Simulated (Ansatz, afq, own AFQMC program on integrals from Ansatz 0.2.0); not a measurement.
## CHN, quintet in cc-pVTZ, levels against CCSDT(Q)

```yaml
atoms:
  - { symbol: N, position_ang: [0.0000, 0.0792, 0.6323] }
  - { symbol: C, position_ang: [0.0000, -0.1496, -0.6235] }
  - { symbol: H, position_ang: [0.0000, 0.6827, -1.3569] }
```

Connectivity, by distances: N–CH.

Basis cc-pVTZ. Only valence electrons are correlated. AFQMC by an in-house program on the Cholesky factors that Ansatz 0.2.0 writes for its CCSD(T) run. ph-AFQMC/CISD is guided by a CISD state made of CCSD amplitudes; releasing the constraint for a short imaginary time cuts its bias at the price of noise, slowly where states lie close. Error bars are statistical, one sigma.

Determinant: UHF, the one that the program's search chose, which needn't be the lowest solution. The geometry is a PBE0/def2-TZVP stationary point of this or a neighbouring charge and spin state.

No full CI on the walks' own integrals is used here; CCSDT(Q) serves as the reference and is uncertain by about the last step of the cluster series.

Cautions: another spin lies lower.

The T1 diagnostic is 0.0206, the weight of the determinant in the CISD state is 0.915 and the ⟨S²⟩ of the determinant is 6.017. The size of the correlated space is 10 electrons in 72 orbitals.

| level | correlation energy (eV) |
| --- | --- |
| MP2 | -5.9794 |
| CCSD | -6.8003 |
| CCSD(T) | -6.9951 |

Task: Estimate where AFQMC with the constraint released lies against CCSD(T) on the same integrals.

Result: 0.61 ± 0.14 kcal/mol below CCSD(T).

Reference: CCSDT(Q), correlation energy -7.025 eV. The released energy is read at 2.40 1/Eh (meV from the phaseless value at times in 1/Eh: 2 ± 3 at 0.24, -6 ± 3 at 0.51, -9 ± 4 at 0.99, -11 ± 4 at 1.62, -8 ± 6 at 2.40).

| level | E − E(reference) (kcal/mol) | share of correlation (%) |
| --- | --- | --- |
| CCSD(T) | 0.69 | 99.57 |
| CCSDT | 0.13 | 99.92 |
| ph-AFQMC/CISD | 0.27 ± 0.09 | 99.83 |
| released AFQMC | 0.08 ± 0.14 | 99.95 |

A walk keeps the symmetry of its determinant, which the program's search chose and which needn't be the lowest solution, so a lower state of the same spin and another symmetry isn't excluded. Released energies are given only where the last usable release times agree within the noise; a slower fall can still hide under it.
